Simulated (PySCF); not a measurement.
Compound: isobutyronitrile, C₄H₇N.
Structure used (GFN2-xTB), in Å, numbered top down from 1:
```xyz
12
C4H7N angstrom
C      1.2078   -0.4183    0.4435
C      0.1017    0.2015   -0.4156
C     -1.2431   -0.4976   -0.1957
C     -0.0281    1.6057   -0.0963
N     -0.1351    2.7127    0.1677
H      1.3289   -1.4686    0.1875
H      0.9534   -0.3442    1.4988
H      2.1543    0.0926    0.2800
H      0.3809    0.1307   -1.4745
H     -1.5389   -0.4283    0.8490
H     -2.0191   -0.0390   -0.8046
H     -1.1615   -1.5480   -0.4658
```

Lines to be assigned: C 1s: 291.24 (area 2), 292.06 (area 1), 292.27 (area 1) eV; N 1s: 404.89 eV.

Computed with delta-SCF UKS SCAN, pcX-2 on the ionised atom, pcseg-1 elsewhere, spin-free X2C (PySCF). Isolated species at its GFN2-xTB geometry, gas phase.

Problem. Order the carbon atoms by C 1s binding energy.

Solution. 291.24 eV: C1/C3 (methyl carbon); 292.06 eV: C4 (nitrile carbon); 292.27 eV: C2 (sp3 carbon next to a nitrile). Lowest listed C 1s: C1/C3, bonded to C and 3 H. Highest, 1.03 eV above it: C2, bonded to 3 C and H. Summing the Pauling electronegativity differences to the bonded atoms, each weighted by its formal bond order, gives -1.05 for the lowest site and -0.35 for the highest; the largest sum, +1.47, belongs to C4, 0.21 eV below the top.

Bonded neighbours of each site: C1/C3: C and 3 H; C2: 3 C and H; C4: N (triple bond) and C; N5: C (triple bond).

Problem. Which photon wavelength matches the N 1s of N5 threshold?

Solution. λ = hc/E = 12398.42 eV Å / 404.89 eV = 30.622 Å.

Atoms equivalent by their bonding share one computed value, that of the first of them.
